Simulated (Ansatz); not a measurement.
# SiClF: functionals against CCSD(T) at one geometry

The task here is to estimate one member of a computed series from the others.

Program: Ansatz 0.2.0, Gaussian basis. Level of theory: single points in def2-TZVPP. These are calculated values, not measurements.

Cores are frozen in the correlated methods.

## Starting geometry

SMILES `F[Si]Cl`, 3 atoms, charge 0, spin multiplicity 1.

Atoms are counted from 1 here; the program's logs count them from 0.

Bond lengths: F1–Si2 1.569 Å, Si2–Cl3 2.044 Å. Angles: F1–Si2–Cl3 101.9°.

Coordinates:

```mol
ClFSi
  3D, bonds by distance, orders not assigned

  3  2  0  0  0  0  0  0  0  0999 V2000
    0.5687   -1.2349    0.2433 F   0  0
   -0.5324   -0.3644   -0.4584 Si  0  0
   -0.0091    1.5251    0.1210 Cl  0  0
  1  2  8  0
  2  3  8  0
M  END
```

The first run:

The input, run/in.yaml:

```yaml
crystal:
  periodic: [false, false, false]
  atoms:
    - {symbol: F, position_ang: [0.568700, -1.234900, 0.243300]}
    - {symbol: Si, position_ang: [-0.532400, -0.364400, -0.458400]}
    - {symbol: Cl, position_ang: [-0.009100, 1.525100, 0.121000]}
basis:
  gaussian: {orbitals: def2-TZVPP}
correlation: {method: ccsd_t}
output: {forces: true}
```

No record of the launch command was kept for these runs.

Among the steps run: CCSD(T)/def2-TZVPP; PBE0-D4/def2-TZVPP; wB97M-V/def2-TZVPP; r2SCAN-D4/def2-TZVPP; PBE-D4/def2-TZVPP; B97M-V/def2-TZVPP; LC-wPBE/def2-TZVPP.

One of the session's tables, all rows but one given; the rest of the session is left out.

| method | RMS force component (eV/Å) | angle to CCSD(T) forces (°) | dipole (D) |
| --- | --- | --- | --- |
| CCSD(T) | 0.624 | reference | 0.78 |
| PBE0-D4 | ? | ? | ? |
| wB97M-V | 0.706 | 2.5 | 0.88 |
| r2SCAN-D4 | 0.674 | 1.6 | 0.61 |
| PBE-D4 | 0.969 | 2.3 | 0.64 |
| B97M-V | 0.522 | 5.0 | 0.69 |
| LC-wPBE | 0.604 | 12.2 | 0.73 |

Q: Estimate the row for PBE0-D4 from the others.

As computed: RMS force component (eV/Å): 0.628; angle to CCSD(T) forces (°): 1.8; dipole (D): 0.74. In the column «RMS force component (eV/Å)» it lies between CCSD(T) (0.624) and r2SCAN-D4 (0.674).
